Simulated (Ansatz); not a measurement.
# C₄H₅, SMILES [CH2]C1C=C1: a rigid scan of one bond length

With Ansatz's Python interface.

The cells in order, each with its output:

In [1]:
```python
import ansatz as az
import numpy as np

c4h5 = (
    az.Crystal.molecule()
    .atom("C", (1.3615, -0.329, -0.0729))
    .atom("C", (-0.0333, -0.1997, 0.5306))
    .atom("C", (-1.0681, -0.1318, -0.4108))
    .atom("C", (-0.6329, 1.0481, 0.3191))
    .atom("H", (1.4709, 0.2045, -1.0441))
    .atom("H", (1.6132, -1.4015, -0.2095))
    .atom("H", (-0.2832, -0.6926, 1.4927))
    .atom("H", (-1.7143, -0.6053, -1.1415))
    .atom("H", (-0.7138, 2.1074, 0.5363))
)

symbols = [site.symbol for site in c4h5.cartesian_sites]
start = np.array([site.position_ang for site in c4h5.cartesian_sites])
axis = (start[5] - start[0]) / np.linalg.norm(start[5] - start[0])
moving = [5]
lengths, energies = [0.94, 1.02, 1.11, 1.22, 1.39, 1.67, 2.0, 2.44], []
for length in lengths:
    xyz = start.copy()
    xyz[moving] += (length - np.linalg.norm(start[5] - start[0])) * axis
    point = az.Crystal.molecule()
    for symbol, xyz in zip(symbols, xyz):
        point = point.atom(symbol, xyz.tolist())
    base = (
        point.calculation()
        .basis(gaussian="6-31G*")
        .functional("R2SCAN0")
        .spin("collinear", total=1)
    )
    summary = base.run(threads=1, pin="off").report
    energies.append(summary["free_energy_ev"])
    print(f"r = {length:6.3f} A  E = {energies[-1]:.5f} eV  <S^2> = {abs(summary['mean_field']['state']['spin_squared']):.3f}")
```
```text
r =  0.940 A  E = -4219.86984 eV  <S^2> = 0.979
r =  1.020 A  E = -4220.31432 eV  <S^2> = 0.976
r =  1.110 A  E = -4220.41904 eV  <S^2> = 0.973
r =  1.220 A  E = -4220.21322 eV  <S^2> = 0.969
r =  1.390 A  E = -4219.55366 eV  <S^2> = 0.963
r =  1.670 A  E = -4218.25646 eV  <S^2> = 0.954
r =  2.000 A  E = -4216.98224 eV  <S^2> = 1.222
r =  2.440 A  E = -4216.24551 eV  <S^2> = 1.599
```

In [2]:
```python
print("energy above the lowest point (eV):", [round(e - min(energies), 3) for e in energies])
```
```text
energy above the lowest point (eV): [0.549, 0.105, 0.0, 0.206, 0.865, 2.163, 3.437, 4.174]
```

What to keep in mind:
- Total energies depend on the basis set; only differences at equal settings carry meaning.
- The rest of the molecule is held rigid at a force-field or estimated start geometry, and the basis set is modest; single-reference methods fail as a bond breaks.
- The species is open-shell (spin multiplicity 2).
- The expectation value of S² is noticeably off S(S+1) in at least one run, so that state is spin-contaminated.
- The whole script took 78 s on 1 thread of Arm Neoverse V2, on a shared host, peak memory 0.28 GiB.

(Lines on the test bed's own set-up are left out of the output.)
